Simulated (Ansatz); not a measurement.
**Yttrium, hcp: convergence with cold smearing**

Computed with Ansatz, r²SCAN, scalar-relativistic PAW, on the relaxed cell (a = 3.681 Å, c = 5.721 Å (c/a = 1.554); spin not included). Errors count from a run at 500 eV on a Γ-centred 16×16×9 mesh with Fermi-Dirac smearing of 0.1 eV, extrapolated to zero width. Fixed here: cutoff 500 eV, mesh 10×10×6. The SCF starts from atomic densities corrected by a trained network.

| width (eV) | E(σ→0) error (meV/atom) | F error (meV/atom) | P (GPa) | SCF iterations |
| --- | --- | --- | --- | --- |
| 0.01 | -0.4 | -0.4 | -0.30 | 6 |
| 0.03 | -0.4 | -0.4 | -0.26 | 6 |
| 0.1 | -0.1 | 0.4 | -0.25 | 6 |
| 0.2 | 1.5 | 0.8 | -0.15 | 6 |
| 0.3 | 1.4 | -1.3 | -0.14 | 6 |
| 0.6 | -2.4 | -13.4 | -0.05 | 6 |
| 1.0 | -7.5 | -46.3 | 0.47 | 6 |
